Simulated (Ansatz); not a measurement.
**Relative stability**

Two relaxed structures of CHCl2, doublet (PBE0-D4/def2-TZVP; forces vanish, vibrations not checked).

A:

```
atom    x (Å)    y (Å)    z (Å)
 Cl1  -1.4797   0.2880  -0.5718
  C2   0.1376   0.0742  -0.1305
 Cl3   0.5983  -1.3209   0.7047
  H4   0.7438   0.9587  -0.0024
```

B:

```
4
angstrom
Cl -0.7353 0.6353 -1.8894
C -0.9209 0.5263 -0.2751
Cl 1.4408 -0.9175 1.4913
H 0.4512 -0.3283 0.8758
```

Ansatz 0.2.0; basis: def2-TZVPP; cores frozen in the correlated methods; orbitals are unrestricted. B3LYP uses VWN-RPA correlation.

(1) Which structure is lower at CCSD(T), and by how much? (To be estimated.)

The T1 diagnostic stays at or below 0.020. ⟨S²⟩ of the unrestricted Hartree–Fock references: 0.77 (a pure state has 0.75).

## Answers

(1) Computed: A, by 2.508 eV (electronic energy, against the other). By their contacts, A is CHCl₂ ([Cl][CH][Cl]) and B is a complex of CCl + HCl.

All methods give the same order:

```
   method  E(B) − E(A) (eV)
   PBE-D4             2.746
r2SCAN-D4             2.785
  PBE0-D4             2.838
 B3LYP-D4             2.597
  wB97M-V             2.649
       HF             2.332
      MP2             2.759
     CCSD             2.517
  CCSD(T)             2.508
```

Labels in which every atom is bracketed show which atoms are joined, not bond orders.

For scale, one of the runs: CCSD(T)/def2-TZVPP, 129 basis functions, launched by `ansatz run in.yaml --threads 2 --pin off --events-out ev --progress --plain --max-ram 4352MiB`. Time: 27 s of wall clock on 2 CPU threads of an Arm Neoverse V2; the host was shared. Peak host memory: 1.3 GiB.
